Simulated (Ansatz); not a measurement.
**BNH3+ (singlet): the correlation ladder, cc-pVDZ**

The task here is to estimate one member of a computed series from the others.

Program: Ansatz 0.2.0, Gaussian basis. Level of theory: cc-pVDZ, core rule «outside noble gas», up to 2 orbitals frozen. These are calculated values, not measurements.

The runs, in order: UHF; CCSD(T) on RHF; CCSD(T) on UHF; BCCD(T) on RHF; CISD; CCSDT(Q) on RHF; CCSDT(Q) on UHF.

19 further runs of the same task are left out: 9 that didn't finish, 10 set aside as unsound or not needed. Runs told in other sessions of the task aren't counted.

## The geometry

The geometry is a PBE0/def2-TZVP stationary point (not a proven minimum) of the parent state, kept for this charge and spin.

5 atoms, charge 1, spin multiplicity 1.

Atoms are counted from 1 here; the program's logs count them from 0.

Bond lengths: B1–N2 1.329 Å, B1–H3 1.210 Å, B1–H4 1.203 Å, N2–H5 0.999 Å. Angles: N2–B1–H3 118.6°, N2–B1–H4 121.4°, H3–B1–H4 120.0°, B1–N2–H5 163.5°.

Set-up of the first run:

The input, in.yaml:

```yaml
crystal:
  periodic: [false, false, false]
  atoms:
    - {symbol: B, position_ang: [0.000000, 0.024631, 0.707241]}
    - {symbol: N, position_ang: [0.000000, -0.043245, -0.619792]}
    - {symbol: H, position_ang: [0.000000, 1.115161, 1.232352]}
    - {symbol: H, position_ang: [0.000000, -0.969115, 1.385961]}
    - {symbol: H, position_ang: [0.000000, 0.190722, -1.591212]}
basis:
  gaussian: {orbitals: cc-pVDZ}
total_charge: 1
magnetization: {spin_polarized: true, initial_magnetization: 0}
hamiltonian: {xc: hf}
output: {orbitals: {seedname: orbitals}}
```

Launch:

```sh
$ ansatz run in.yaml --threads 1 --pin off --events-out ev --progress --plain --max-ram 2393MiB
```

Steps of the session up to this table: UHF; CCSD(T) on RHF; CCSD(T) on UHF; BCCD(T) on RHF; CISD; CCSDT(Q) on RHF; CCSDT(Q) on UHF.

One of the session's tables, all rows but one given; the rest of the session is left out.

```
   method  from RCCSDT(Q) (meV)
      RHF               +7725.0
      UHF               +7248.9
     RMP2               +1615.5
     UMP2               +1944.8
     CISD                     ?
    RCCSD                +435.3
    UCCSD                +458.7
 RCCSD(T)                 +69.4
 UCCSD(T)                 +70.4
  BCCD(T)                 +95.7
   RCCSDT                 +38.5
   UCCSDT                 +40.7
RCCSDT(Q)                     0
UCCSDT(Q)                 -19.4
```

Q: Estimate the row for CISD from the others.

The run gave: from RCCSDT(Q) (meV): +1094.6. In the column «from RCCSDT(Q) (meV)» it lies between UCCSD (+458.7) and RMP2 (+1615.5).

Caveats from the session: The determinant of HF (⟨S²⟩ 0.79) is far from a pure spin state, so its energy mixes those of several spin states; that is harmless only where they are near-degenerate. The determinant of CCSD(T) (⟨S²⟩ 0.79) is far from a pure spin state, so its energy mixes those of several spin states; high orders of coupled cluster remove much of that, low ones don't. The determinant of CCSDT(Q) (⟨S²⟩ 0.79) is far from a pure spin state, so its energy mixes those of several spin states; high orders of coupled cluster remove much of that, low ones don't. Restricted and unrestricted rows rest on different reference determinants; a gap between their highest levels can come from leftover correlation error, from unlike frozen cores or from another state.
